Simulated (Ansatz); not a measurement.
## A basis-limit estimate, worked out

An elementary step of CH8AlN, singlet (CH₅N ([CH3][NH2]) + AlH₃ → CH₆AlN ([CH3][NH][AlH2]) + H₂; bonds formed: H2–H5; dative contacts that become bonds: Al1–N6; bonds broken: Al1–H2, H5–N6). “Start” is the structure reached by relaxing down from the saddle towards the reactants; PBE0-D4/def2-TZVP structures. The saddle:

| atom | x (Å) | y (Å) | z (Å) |
| --- | --- | --- | --- |
| Al1 | -0.0583 | -1.1903 | 0.9541 |
| H2 | 1.6903 | -1.0094 | 0.4509 |
| H3 | -0.7051 | -2.2701 | -0.0094 |
| H4 | -0.0508 | -1.2640 | 2.5373 |
| H5 | 1.2325 | -0.1511 | 0.2952 |
| N6 | -0.0051 | 0.5745 | 0.2706 |
| C7 | -0.4285 | 0.9277 | -1.0723 |
| H8 | -0.0614 | 1.3533 | 0.9123 |
| H9 | 0.0765 | 1.8274 | -1.4363 |
| H10 | -1.5100 | 1.0899 | -1.1448 |
| H11 | -0.1802 | 0.1123 | -1.7576 |

Computed with Ansatz 0.2.0 (basis: def2-TZVPP and def2-QZVPP); correlated methods freeze the cores.

Energies in eV:

| quantity | saddle | start |
| --- | --- | --- |
| Hartree–Fock, triple zeta (X = 3) | -9221.20373 | -9223.15736 |
| Hartree–Fock, quadruple zeta (X = 4) | -9221.55268 | -9223.49285 |
| MP2 correlation, X = 3 | -14.26190 | -13.74759 |
| MP2 correlation, X = 4 | -15.19026 | -14.66148 |
| CCSD(T) correlation, X = 3 | -15.91925 | -15.48728 |

Work out the barrier at the basis limit: extrapolate Hartree–Fock as E(X) = E∞ + A exp(−7.88 √X) and the MP2 correlation as E(X) = E∞ + B X^−2.97 (the exponents that Neese and Valeev fitted for def2-TZVPP and QZVPP), then add CCSD(T) − MP2 in triple zeta.

Each step is linear, so take the differences first (saddle − start): Hartree–Fock 1.95363 (X = 3) and 1.94017 (X = 4); MP2 correlation -0.51431 and -0.52878; CCSD(T) correlation -0.43197.
Two points give E∞ = E(4) + w [E(4) − E(3)], with w = 1/(exp(7.88 (2 − √3)) − 1) = 0.1377 for Hartree–Fock and w = 1/((4/3)^2.97 − 1) = 0.7407 for the correlation.
Hartree–Fock: 1.94017 + 0.1377 × (-0.01346) = 1.9383 eV.
MP2 correlation: -0.52878 + 0.7407 × (-0.01447) = -0.5395 eV.
CCSD(T) − MP2: -0.43197 − (-0.51431) = 0.0823 eV.
Sum: 1.9383 + (-0.5395) + 0.0823 = 1.4811 eV, or 34.15 kcal/mol. Plain CCSD(T) in triple zeta gives 1.5217 eV, so the larger basis shifts the result by -0.0406 eV.

T1 diagnostic: at most 0.011.

The step is the kind of exchange with an N–H group that builds nitride films in atomic layer and chemical vapour deposition.

Labels in which every atom is bracketed show which atoms are joined, not bond orders.

For scale, one of the runs: CCSD(T)/def2-TZVPP, 216 basis functions, launched by `ansatz run in.yaml --threads 2 --pin off --events-out ev --progress --plain --max-ram 4352MiB`. The run took 26 s on 2 CPU threads of an Intel Xeon 6975P-C (shared host), with 3.3 GiB of host memory at its peak.
